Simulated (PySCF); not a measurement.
One molecule, a ladder of functionals, a line

Molecule: SMILES CCC(C)=O, C₄H₈O.

Atoms are numbered as in `[CH3:1][CH2:2][C:3]([CH3:4])=[O:5]` (H(Xn): hydrogen on atom n).

GIAO shieldings (ppm, equivalent atoms averaged) in PySCF on the PBE0-D3(BJ)/def2-SVP geometry, basis pcSseg-2, gas phase, non-relativistic:

```csv
functional,exact exchange (%),σ(C2),σ(C4)
BLYP,0,134.4,143.9
BP86,0,138.7,147.9
PBE,0,139.0,148.3
B3LYP,20,139.4,148.1
PBE0,25,144.8,153.0
mPW1PW91,25,144.1,152.4
HF,100,156.5,162.3
```

Question: Fit each shielding as a line in the percentage of exact exchange.

Answer: σ(C2) = 137.7 + 0.19 x (rms 1.9 ppm); σ(C4) = 147.0 + 0.16 x (rms 1.8 ppm). The functionals also differ in their semilocal parts, which the line can't hold; Hartree–Fock has no correlation at all.

Question: What does the line predict for BHandHLYP (50 %), and what does the run give?

Answer: σ(C2): 147.2 predicted, 146.1 computed; σ(C4): 155.0 predicted, 153.7 computed ppm.
